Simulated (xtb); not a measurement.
H₂O₂, charge +1, doublet, geometry from GFN2-xTB of the parent state (a state made from the parent by changing its charge; the spin is typed, not shown lowest); GFN1-xTB (xtb).

Input for xtb:
```
$ xtb mol.xyz --gfn 1 --chrg 1 --uhf 1 --json

# file mol.xyz
4

O     -0.02311961     0.70996455    -0.01256427
O      0.02311961    -0.70996455     0.01256427
H      0.91389752     0.94248526    -0.03262698
H     -0.91389752    -0.94248526     0.03262698
```

It wrote (shortened):

```
   ID    Z sym.   atoms
    1    8 O      1, 2
    2    1 H      3, 4

           -------------------------------------------------
          |                Calculation Setup                |
           -------------------------------------------------

           -------------------------------------------------
          |                 G F N 1 - x T B                 |
           -------------------------------------------------

          ...................................................
          :                      SETUP                      :
          :.................................................:
          :  # basis functions                  12          :
          :  # atomic orbitals                  12          :
          :  # shells                            8          :
          :  # electrons                        13          :
          :  # halogen bonds                     0          :
          :  max. iterations                   250          :
          :  Hamiltonian                  GFN1-xTB          :
          :  restarted?                      false          :
          :  GBSA solvation                  false          :
          :  PC potential                    false          :
          :  electronic temp.          300.0000000     K    :
          :  accuracy                    1.0000000          :
          :  -> integral cutoff          0.2500000E+02      :
          :  -> integral neglect         0.1000000E-07      :
          :  -> SCF convergence          0.1000000E-05 Eh   :
          :  -> wf. convergence          0.2000000E-04 e    :
          :  Broyden damping             0.4000000          :
          :  net charge                          1          :
          :  unpaired electrons                  1          :
          ...................................................

 iter      E             dE          RMSdq      gap      omega  full diag
   1     -9.7184656 -0.971847E+01  0.274E+00    9.05       0.0  T
   2     -9.7191358 -0.670274E-03  0.158E+00    9.02       1.0  T
   3     -9.7192677 -0.131897E-03  0.132E-01    8.99       1.0  T
   4     -9.7192853 -0.175517E-04  0.250E-03    9.00      20.0  T
   5     -9.7192853 -0.565615E-08  0.811E-06    9.00    6164.6  T
   6     -9.7192853 -0.497380E-13  0.451E-06    9.00   11087.5  T

   *** convergence criteria satisfied after 6 iterations ***

         :::::::::::::::::::::::::::::::::::::::::::::::::::::
         ::                     SUMMARY                     ::
         :::::::::::::::::::::::::::::::::::::::::::::::::::::
         :: total energy              -9.682786969349 Eh    ::
         :: gradient norm              0.185339343603 Eh/a0 ::
         :: HOMO-LUMO gap              8.999718838918 eV    ::
         ::.................................................::
         :: SCC energy                -9.719285283105 Eh    ::
         :: -> electrostatic           0.163396348601 Eh    ::
         :: repulsion energy           0.036816180564 Eh    ::
         :: dispersion energy         -0.000317866808 Eh    ::
         :: halogen bond corr.         0.000000000000 Eh    ::
         :: add. restraining           0.000000000000 Eh    ::
         :: total charge               1.000000000000 e     ::
         :::::::::::::::::::::::::::::::::::::::::::::::::::::

           -------------------------------------------------
          |                Property Printout                |
           -------------------------------------------------

    * Orbital Energies and Occupations

         #    Occupation            Energy/Eh            Energy/eV
      -------------------------------------------------------------
         1        2.0000           -1.2502899             -34.0221
         2        2.0000           -1.1678680             -31.7793
         3        2.0000           -1.0595234             -28.8311
         4        2.0000           -1.0566976             -28.7542
         5        2.0000           -1.0237922             -27.8588
         6        2.0000           -0.9449170             -25.7125
         7        1.0000           -0.8833197             -24.0364 (HOMO)
         8                         -0.5525861             -15.0366 (LUMO)
         9                         -0.4441435             -12.0858
        10                         -0.4207307             -11.4487
        11                          0.0079338               0.2159
        12                          0.0188916               0.5141
      -------------------------------------------------------------
                  HL-Gap            0.3307336 Eh            8.9997 eV
             Fermi-level           -0.8160103 Eh          -22.2048 eV

  Mulliken/CM5 charges         n(s)   n(p)   n(d)
     1O    -0.01515 -0.19718   1.763  4.252  0.000
     2O    -0.01515 -0.19718   1.763  4.252  0.000
     3H     0.51515  0.69718   0.485  0.000  0.000
     4H     0.51515  0.69718   0.485  0.000  0.000

Wiberg/Mayer (AO) data.
largest (>0.10) Wiberg bond orders for each atom

 ---------------------------------------------------------------------------
     #   Z sym  total        # sym  WBO       # sym  WBO       # sym  WBO
 ---------------------------------------------------------------------------
     1   8 O    2.245 --     2 O    1.506     3 H    0.733
     2   8 O    2.245 --     1 O    1.506     4 H    0.733
     3   1 H    0.742 --     1 O    0.733
     4   1 H    0.742 --     2 O    0.733
 ---------------------------------------------------------------------------

Topologies differ in total number of bonds
Writing topology from bond orders to xtbtopo.mol

 dipole moment from electron density (au)
     X       Y       Z
   0.0000  -0.0000   0.0000  total (Debye):    0.000

           -------------------------------------------------
          | TOTAL ENERGY               -9.682786969349 Eh   |
          | GRADIENT NORM               0.185339343603 Eh/α |
          | HOMO-LUMO GAP               8.999718838918 eV   |
           -------------------------------------------------

normal termination of xtb
```
